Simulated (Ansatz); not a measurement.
# SiH₃+ (triplet): wave-function methods side by side, def2-TZVPP

One table from this session's results is given with a row withheld; the runs are named, their logs left out.

Program: Ansatz 0.2.0, Gaussian basis. Level of theory: def2-TZVPP, core rule «outside noble gas», up to 5 orbitals frozen. These are calculated values, not measurements.

To be run: UHF; ROHF; CCSD(T) on UHF.

2 further runs of the same task are left out: 2 set aside as unsound or not needed.

## The geometry

The geometry is a PBE0/def2-TZVP stationary point (not a proven minimum).

4 atoms, charge 1, spin multiplicity 3.

Atoms are counted from 1 here; the program's logs count them from 0.

Bond lengths: Si1–H2 1.492 Å, Si1–H3 1.694 Å, Si1–H4 1.694 Å. Angles: H2–Si1–H3 105.3°, H2–Si1–H4 105.3°, H3–Si1–H4 30.1°.

Set-up of the first run:

in.yaml reads:

```yaml
crystal:
  periodic: [false, false, false]
  atoms:
    - {symbol: Si, position_ang: [0.000000, 0.067650, -0.078712]}
    - {symbol: H, position_ang: [0.000000, -1.225497, -0.823444]}
    - {symbol: H, position_ang: [0.439321, -0.329762, 1.508342]}
    - {symbol: H, position_ang: [-0.439321, -0.329762, 1.508342]}
basis:
  gaussian: {orbitals: def2-TZVPP}
total_charge: 1
magnetization: {spin_polarized: true, initial_magnetization: 2}
hamiltonian: {xc: hf}
output: {orbitals: {seedname: orbitals}}
```

Launch:

```console
ansatz run in.yaml --threads 1 --pin off --events-out ev --progress --plain --max-ram 4096MiB --backend cpu
```

Steps of the session up to this table: UHF; ROHF; CCSD(T) on UHF.

One table of the session follows, with a row left open; its other results are not shown here.

| method | from UCCSD(T) (meV) |
| --- | --- |
| ROHF | +3292.1 |
| UHF | +3233.2 |
| UMP2 | ? |
| UCCSD | +84.1 |
| UCCSD(T) | 0 |

Q: Estimate the row for UMP2 from the others.

The run gave: from UCCSD(T) (meV): +710.4. In the column «from UCCSD(T) (meV)» it lies between UCCSD (+84.1) and UHF (+3233.2).
